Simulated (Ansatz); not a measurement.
**A ladder of methods for SiCl2 (SMILES Cl[Si]Cl)**

SiCl2: 3 atoms, total charge 0, spin state singlet. As SMILES, `Cl[Si]Cl`. Geometry: relaxed at PBE0-D4/def2-TZVP.

```xyz
3

Cl    0.2938    1.6038    0.3380
Si   -0.7701   -0.0104   -0.4220
Cl    0.4763   -1.5934    0.0840
```

Quantity: the energy change with the Cl1–Si2 bond stretched from 2.077 to 3.116 Å, in eV. The values are calculated.

```
                      level                    kind  program  value (eV)  less FCI/STO-3G
 r2SCAN/STO-3G (restricted)                meta-GGA   Ansatz        2.79            -0.21
  B3LYP/STO-3G (restricted)           global hybrid   Ansatz        2.81            -0.19
   PBE0/STO-3G (restricted)           global hybrid   Ansatz        3.06            +0.06
wB97M-V/STO-3G (restricted)  range-separated hybrid   Ansatz        3.33            +0.33
  wB97X/STO-3G (restricted)  range-separated hybrid   Ansatz        3.37            +0.37
RPA@PBE/STO-3G (restricted)                     RPA   Ansatz        2.46            -0.54
    MP2/STO-3G (restricted)     perturbation theory   Ansatz        3.23            +0.23
  CCSDT/STO-3G (restricted)   coupled cluster or CI   Ansatz        2.99            -0.01
                 FCI/STO-3G      exact in the basis   Ansatz        3.00             0.00
```

FCI/STO-3G is exact within its basis and frozen core, so for wave-function methods in that basis the difference is their error; functionals converge differently with the basis, so for them it is only a difference. The first shape isn't each level's own minimum. The values span 2.46 to 3.37 eV. All rows use very small basis sets, so even the best lies far from the true value.
